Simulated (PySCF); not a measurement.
**`CC[PH+]1C=C1`, [C4H8P]+, charge +1**

Molfile (atoms numbered from 1):
```
C4H8P
     RDKit          3D

 13 13  0  0  0  0  0  0  0  0999 V2000
   -1.4834   -0.6265    0.2948 C   0  0  0  0  0  0  0  0  0  0  0  0
   -1.0296    0.5505   -0.5604 C   0  0  0  0  0  0  0  0  0  0  0  0
    0.7940    0.7521   -0.4897 P   0  0  0  0  0  0  0  0  0  0  0  0
    1.7383    0.1958    0.9176 C   0  0  0  0  0  0  0  0  0  0  0  0
    1.8723   -0.6210   -0.1229 C   0  0  0  0  0  0  0  0  0  0  0  0
   -2.5645   -0.7188    0.2272 H   0  0  0  0  0  0  0  0  0  0  0  0
   -1.2238   -0.4835    1.3419 H   0  0  0  0  0  0  0  0  0  0  0  0
   -1.0448   -1.5612   -0.0488 H   0  0  0  0  0  0  0  0  0  0  0  0
   -1.4821    1.4867   -0.2173 H   0  0  0  0  0  0  0  0  0  0  0  0
   -1.3089    0.4075   -1.6095 H   0  0  0  0  0  0  0  0  0  0  0  0
    1.3585    1.7796   -1.2200 H   0  0  0  0  0  0  0  0  0  0  0  0
    2.0296    0.3606    1.9345 H   0  0  0  0  0  0  0  0  0  0  0  0
    2.3399   -1.5213   -0.4649 H   0  0  0  0  0  0  0  0  0  0  0  0
  1  2  1  0
  2  3  1  0
  3  4  1  0
  4  5  2  0
  5  3  1  0
  1  6  1  0
  1  7  1  0
  1  8  1  0
  2  9  1  0
  2 10  1  0
  3 11  1  0
  4 12  1  0
  5 13  1  0
M  CHG  1   3   1
M  END
```

Level of theory: PySCF, GIAO wB97X-D/pcSseg-1 magnetisability, rotational g tensor and spin-rotation constants, non-relativistic, gas phase. Geometry: GFN2-xTB.

For an ion the centre-of-mass motion in the field is neglected.

Question: Give the nuclear spin-rotation constants along the inertial axes (H = +C I·J) beside the isotropic shieldings.

Answer: Rotational constants 7.3047, 3.0307, 2.5403 GHz. A star marks the isotopologue with that one atom substituted, in its own axes.
```
atom  isotope  Caa (kHz)  Cbb (kHz)  Ccc (kHz)  mean (kHz)  σ (ppm)
  P3      31P      4.278      3.438      4.246       3.987    498.2
  H6       1H      0.096     -0.376     -0.320      -0.200     29.7
  H7       1H     -0.784     -0.307     -0.132      -0.408     31.0
  H8       1H     -0.784     -0.309     -0.130      -0.408     31.0
  H9       1H     -0.676     -0.308     -0.103      -0.362     28.8
 H10       1H     -0.672     -0.306     -0.106      -0.361     28.8
 H11       1H     -0.804      0.034     -0.297      -0.356     26.5
 H12       1H     -0.620     -0.193      0.016      -0.266     22.8
 H13       1H     -0.618     -0.191      0.013      -0.265     22.8
  C1     13C*      0.933      0.387      0.288       0.536    177.3
  C2     13C*      0.953      0.361      0.443       0.586    164.9
  C4     13C*      1.938      1.092      0.790       1.273     51.0
```
For the geometry as given, no vibrational averaging.

Question: How do the rotational constants and the g tensor change when H6, H7, H8, H9, H10, H11, H12, H13 are replaced by deuterium?

Answer: Constants 5.5726, 2.5002, 2.1051 GHz; g 0.0265, 0.0117, 0.0005, against 0.0337, 0.0145, 0.0004 before.
